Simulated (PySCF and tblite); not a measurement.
The numbers below are computed, except where a source is named.
System: C₃H₃ClS, numbered as in [CH2:1]=[C:2]([Cl:3])[CH:4]=[S:5].

Motion: rotation about the C2–C4 bond (torsion C1–C2–C4–S5 from 0° to 180°, rising). GFN2-xTB gives an electronic barrier of 7.0 kcal/mol and a reaction energy of 1.5 kcal/mol.

CAM-B3LYP/pcSseg-1 + D3(BJ) on GFN2-xTB geometries gives 6.5 kcal/mol and k(298 K) = 2.5×10⁸ s⁻¹.

**Question.** What does PBE0/cc-pVTZ + D3(BJ) give on GFN2-xTB geometries?

**Answer.** A barrier of 7.0 kcal/mol, 0.6 above the first DFT barrier (from unrounded values), a reaction energy of -1.2 kcal/mol and, with GFN2-xTB thermal terms, ΔG‡(298 K) = 7.0 kcal/mol and k = 9.3×10⁷ s⁻¹ (2 equivalent paths).

Programs: tblite and PySCF.
